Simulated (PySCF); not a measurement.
Run record: geometry optimisation, `CN=O` (nitrosomethane).

Method: PBE0/def2-TZVP geometry optimisation, gas phase (PySCF 2.14.0). Start geometry: GFN2-xTB. A driver script takes a list of jobs; this job's settings line and coordinates (Å) are shown.

Input:
```
{"job": {"xc": "PBE0", "basis": "def2-TZVP", "grid": 1, "kind": "geom"}, "charge": 0, "multiplicity": 1}
C     -0.419450     0.042671     0.022199
N      0.870397    -0.586674     0.125548
O      1.831305     0.066936    -0.211709
H     -0.860599     0.013496     1.019441
H     -1.032091    -0.599293    -0.612054
H     -0.386440     1.064854    -0.364998
```

Output:
```
step   0  E = -169.67183467  max force = 0.030642
step   1  E = -169.67249488  max force = 0.006146
step   2  E = -169.67267960  max force = 0.005271
step   3  E = -169.67285703  max force = 0.001423
step   4  E = -169.67298594  max force = 0.001735
step   5  E = -169.67311329  max force = 0.003234
step   6  E = -169.67314280  max force = 0.001220
step   7  E = -169.67314961  max force = 0.000147
optimisation converged
```

Energies in Eh; «max force» is the largest Cartesian gradient component in Eh/bohr.

Problem. Give the first gradient maximum in eV/Å.

Solution. With 1 Eh/bohr = 51.422 eV/Å, 1.576 eV/Å.

Problem. How much energy does the optimisation release, in kJ/mol?

Solution. E(step 0) − E(last step) = 0.001315 Eh, which is 3.5 kJ/mol.

Main results: final energy -169.67315 Eh after 7 steps; dipole 2.44 D.

Problem. How long does this job take on one thread, Intel Xeon at 2.70 GHz (x86_64), no GPU (shared host)? And the peak memory of the process?

Solution. About 29 s, with 0.40 GiB resident at the peak, the Python interpreter and its libraries included.
Labels such as C1 count atoms from 1, the log's own numbers from 0.
